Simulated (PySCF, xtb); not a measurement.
## BH3P2: 5 structures ranked

5 gas-phase structures of BH3P2, found in a search over its isomers (lower ones may exist). Each was relaxed with GFN2-xTB; where two conformers were screened, the lower at r2SCAN-D4/def2-SVP is listed:

A. a singlet given by its coordinates
B. a singlet given by its coordinates
C. `B1PP1`, a singlet
D. `[H]/P=P/B`, a singlet
E. `[BH-]1=P[PH2+]1`, a singlet

B (Å):

```xyz
6

B    -0.9395    0.3838   -1.2384
P     0.2888   -0.8173   -1.3249
P    -0.2377   -0.0420    0.6894
H    -1.7698    1.1514   -1.4754
H    -1.5817   -0.1235    1.0613
H    -0.1726    1.3414    0.8679
```

Close contacts (Å): B1–P2 1.72, B1–P3 2.10, P2–P3 2.22, B1–H4 1.16, P3–H5 1.40, P3–H6 1.40.

A (Å):

```xyz
6

B    -0.5860   -0.4769   -0.5243
P    -0.8820    1.3933    0.1451
P    -1.1795    3.1554    0.8500
H     0.4659   -0.7538   -0.0495
H    -1.5190   -1.0542   -0.0719
H    -0.5930   -0.3377   -1.7022
```

Close contacts (Å): B1–P2 2.01, P2–P3 1.92, B1–H4 1.19, B1–H5 1.19, B1–H6 1.19.

Q: Make a reasoned guess at their ranking by r2SCAN-D4/def2-SVP single-point energy.

A: Calculated order at r2SCAN-D4/def2-SVP: E (0.000), C (0.002), B (0.289), A (0.325), D (0.376) eV. Less than 1 kcal/mol parts E and C; B and A, so the order within those pairs means little.

Energies above the lowest of each column, in eV; the last columns are at PBE-D3(BJ)/def2-SVP geometries and were run for some of them only (a dash: not run or not comparable):

```json
{"structure": "E", "GFN2-xTB": "0.408", "HF/STO-3G": "0.984", "r2SCAN-D4/def2-SVP": "0.000", "PBE-D3(BJ)/def2-SVP": "0.000", "CCSD(T)/def2-TZVP": "0.000"}
{"structure": "C", "GFN2-xTB": "0.352", "HF/STO-3G": "0.000", "r2SCAN-D4/def2-SVP": "0.002", "PBE-D3(BJ)/def2-SVP": "0.174", "CCSD(T)/def2-TZVP": "0.221"}
{"structure": "B", "GFN2-xTB": "0.554", "HF/STO-3G": "0.925", "r2SCAN-D4/def2-SVP": "0.289", "PBE-D3(BJ)/def2-SVP": "relaxes to E", "CCSD(T)/def2-TZVP": "–"}
{"structure": "A", "GFN2-xTB": "0.142", "HF/STO-3G": "1.169", "r2SCAN-D4/def2-SVP": "0.325", "PBE-D3(BJ)/def2-SVP": "–", "CCSD(T)/def2-TZVP": "–"}
{"structure": "D", "GFN2-xTB": "0.000", "HF/STO-3G": "0.588", "r2SCAN-D4/def2-SVP": "0.376", "PBE-D3(BJ)/def2-SVP": "–", "CCSD(T)/def2-TZVP": "–"}
```

CCSD(T)/def2-TZVP puts E lowest of those it was run on; GFN2-xTB picks D, HF/STO-3G picks C. Some further structures that were screened fall inside this span and aren't listed. Flexible structures stand in one conformer each, not always the lowest. Frequencies (GFN2-xTB) were run for C, E alone.

Over these structures GFN2-xTB departs from r2SCAN-D4/def2-SVP by 0.298 eV on average once a common shift is removed. A GFN2-xTB relaxation took about 0.13 s and the r2SCAN-D4/def2-SVP energy about 5.1 s on a shared host (PySCF 2.14.0, xtb 6.7.1).
